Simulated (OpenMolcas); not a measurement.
**Potential curves of SiN⁺: spin-free states**

Computed with OpenMolcas 26.06: state-averaged CASSCF(8,8) over Si 3s 3p, N 2s 2p, XMS-CASPT2 (IPEA 0.25, imaginary shift 0.2 hartree), scalar X2C, ANO-RCC-VTZP, then RASSI spin–orbit state interaction with atomic mean-field integrals. C2 symmetry about the axis (a holds Σ, Δ, Γ; b holds Π, Φ, H; Σ⁺ and Σ⁻ are not told apart); roots by multiplicity and irrep: 3a 2, 3b 6, 1a 4, 1b 4, 5b 2.

XMS-CASPT2 energies in eV from the lowest point. Curves are followed by energy order within each symmetry, so they are adiabatic and may change character at avoided crossings; Σ⁺ and Σ⁻ are counted together.

| R (Å) | (1)3Σ | (1)3Π | (1)1Σ | (1)5Π | (3)3Π | (2)1Π |
| --- | --- | --- | --- | --- | --- | --- |
| 1.565 | 0.814 | 0.290 | 0.757 | 4.309 | 5.429 | 4.676 |
| 1.656 | 0.236 | 0.052 | 0.856 | 3.433 | 4.641 | 4.338 |
| 1.738 | 0.024 | 0.086 | 1.108 | 2.935 | 4.220 | 4.227 |
| 1.820 | 0.000 | 0.253 | 1.411 | 2.600 | 3.990 | 4.218 |
| 1.911 | 0.112 | 0.517 | 1.738 | 2.382 | 3.885 | 4.271 |
| 2.002 | 0.307 | 0.828 | 2.049 | 2.243 | 3.992 | 4.349 |
| 2.129 | 0.651 | 1.238 | 2.479 | 2.141 | 4.108 | 4.457 |
| 2.293 | 1.138 | 1.640 | 3.021 | 2.098 | 4.263 | 4.564 |
| 2.548 | 1.727 | 1.982 | 3.814 | 2.131 | 4.487 | 4.702 |
| 2.912 | 2.138 | 2.194 | 4.438 | 2.227 | 4.791 | 4.841 |

Task: With masses 27.977 and 14.003 u, fit the curves (1)3Σ, (1)3Π, (2)1Π near their minima.

Result: At XMS-CASPT2, Te from the lowest curve (the fit fixes ωe to a per cent or two; the method's Re and ωe can be off by some per cent):

```
curve  Te (cm⁻¹)  Re (Å)  ωe (cm⁻¹)
(1)3Σ          0   1.791      776.8
(1)3Π        420   1.679      912.4
(2)1Π      34050   1.786      551.9
```

Left out for impure symmetry, kinks or missing points, though low: (1)1Π, (1)1Δ, (2)3Σ, (2)1Σ, (2)3Π. Only roots inside an energy window near the equilibrium distance were included, so the list of states is not complete; labels number the states computed. Each spin and symmetry block has orbitals of its own, averaged over its own roots, so gaps between blocks are less sure than gaps within one and near the minimum can be off by tenths of an eV, in bad cases by more. No Rydberg orbitals are active, so Rydberg states, and σ→σ* states whose orbital the CASSCF left unused, can be missing between those listed. CASPT2 splits the two components of degenerate states numerically, here by up to 80 cm⁻¹. No roots were computed in block 5a (none fell in the window or the block failed), so states of that kind are missing and can lie low or lowest. Points that failed a check (symmetry, reference weights, a jump) are left out.
